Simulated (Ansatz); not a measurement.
# CH2BCl (SMILES C=BCl): one structure at several levels

An exercise on one series of results from a longer session: the logs are not shown, and one member is left open.

Computed with Ansatz 0.2.0, Gaussian basis. Level: single points in def2-TZVPP.

Correlated methods freeze the cores.

### The starting structure

SMILES `C=BCl`, 5 atoms, charge 0, spin multiplicity 1.

Atoms are counted from 1 here; the program's logs count them from 0.

Bond lengths: C1–B2 1.315 Å, C1–H4 1.112 Å, C1–H5 1.055 Å, B2–Cl3 1.506 Å. Angles: B2–C1–H4 119.3°, B2–C1–H5 125.1°, H4–C1–H5 114.2°, C1–B2–Cl3 168.2°.

Coordinates:

```xyz
5
charge 0, multiplicity 1
C    -0.4771   -0.3400    0.2825
B     0.4330    0.3505   -0.3688
Cl    1.4732    1.3213   -0.8624
H    -1.3430   -0.7591   -0.2743
H    -0.3626   -0.7251    1.2577
```

Set-up of the first run:

The input, run/in.yaml:

```yaml
crystal:
  periodic: [false, false, false]
  atoms:
    - {symbol: C, position_ang: [-0.477100, -0.340000, 0.282500]}
    - {symbol: B, position_ang: [0.433000, 0.350500, -0.368800]}
    - {symbol: Cl, position_ang: [1.473200, 1.321300, -0.862400]}
    - {symbol: H, position_ang: [-1.343000, -0.759100, -0.274300]}
    - {symbol: H, position_ang: [-0.362600, -0.725100, 1.257700]}
basis:
  gaussian: {orbitals: def2-TZVPP}
correlation: {method: ccsd_t}
output: {forces: true}
```

No record of the launch command was kept for these runs.

Steps of the session up to this table: CCSD(T)/def2-TZVPP; PBE0-D4/def2-TZVPP; wB97M-V/def2-TZVPP; r2SCAN-D4/def2-TZVPP; PBE-D4/def2-TZVPP; LC-wPBE/def2-TZVPP; BLYP-D4/def2-TZVPP.

One table of the session follows, with a row left open; its other results are not shown here.

```
   method  RMS force component (eV/Å)  angle to CCSD(T) forces (°)  dipole (D)
  CCSD(T)                       2.816                    reference        1.37
  PBE0-D4                       2.649                          2.9        1.31
  wB97M-V                       2.730                          4.1        1.42
r2SCAN-D4                       2.649                          2.6        1.30
   PBE-D4                           ?                            ?           ?
  LC-wPBE                       2.662                          5.2        1.36
  BLYP-D4                       2.700                          2.9        1.31
```

**Question.** Estimate the row for PBE-D4.

As computed: RMS force component (eV/Å): 2.654; angle to CCSD(T) forces (°): 2.9; dipole (D): 1.27. In the column «RMS force component (eV/Å)» it lies between r2SCAN-D4 (2.649) and LC-wPBE (2.662).
